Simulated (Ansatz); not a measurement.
SiH2F2⁺, that is SiF2H2 with one electron fewer. The state is a doublet with charge 1. Geometry r2SCAN-D4/def2-TZVP, that of the neutral singlet; atoms count from 1.

```xyz
5

Si   -0.0438   -0.0095   -0.0318
F     0.3565   -0.8183    1.2734
F     1.0439    1.1236   -0.2568
H    -1.3495    0.6334    0.1977
H    -0.0072   -0.9292   -1.1824
```

Problem. Estimate the Mulliken populations from the PBE0/def2-TZVP orbitals of Ansatz.

Solution. 
```tsv
atom	charge (e)	spin (α − β)
Si1	0.74	0.12
F2	-0.12	0.13
F3	-0.12	0.13
H4	0.25	0.31
H5	0.25	0.31
```
Mulliken values depend strongly on the basis.

Problem. Where does the spin sit?

Solution. Summed by element: Si 0.12, F 0.25, H 0.63, of 1 unpaired in all. Largest on single atoms: H4 0.31, H5 0.31, F2 0.13.

Problem. And the Mayer bond orders between heavy atoms (over 0.3)?

Solution. Si1–F2 1.30 (1.59 Å); Si1–F3 1.30 (1.59 Å).
